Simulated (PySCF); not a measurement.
Species: ClF.
Z-matrix (Å and degrees, PBE0-D3(BJ)/def2-TZVP geometry), rows numbered from 1:
```
F 
Cl  1  1.6197
```

Method used: PBE0-D3(BJ)/def2-TZVP geometry optimisation, gas phase (PySCF).

Masses are those of the commonest isotopes; rigid-rotor values at the optimised geometry. 

What are the moment of inertia and the rotational constant?

I = 32.296 u·Å², B = 505379 MHz·u·Å²/I = 15648 MHz (0.5220 cm⁻¹, or 0.751 K as hB/k). For two atoms I = μr² with μ = 12.3103 u and r = 1.6197 Å.

List the first levels of a rigid rotor in a Σ state.

E(J) = BJ(J+1): J = 1: 1.044, J = 2: 3.132, J = 3: 6.264, J = 4: 10.439, J = 5: 15.659, J = 6: 21.923 cm⁻¹.

Where do the first rotational lines fall?

The dipole is 0.90 D; J+1 ← J lies at 2B(J+1): 1 ← 0 at 31.30 GHz, 2 ← 1 at 62.59 GHz, 3 ← 2 at 93.89 GHz, 4 ← 3 at 125.19 GHz, 5 ← 4 at 156.48 GHz, 6 ← 5 at 187.78 GHz.

Estimate the classical rotational partition function at 25 K, 200 K and 298.15 K.

Point group C∞v, symmetry number σ = 1; q = kT/(σhB), k/h = 20836.6 MHz/K: 33.3 at 25 K, 266 at 200 K, 397 at 298.15 K.

Not checked by PBE0-D3(BJ)/def2-TZVP frequencies. Zero-point vibration and centrifugal distortion are left out.
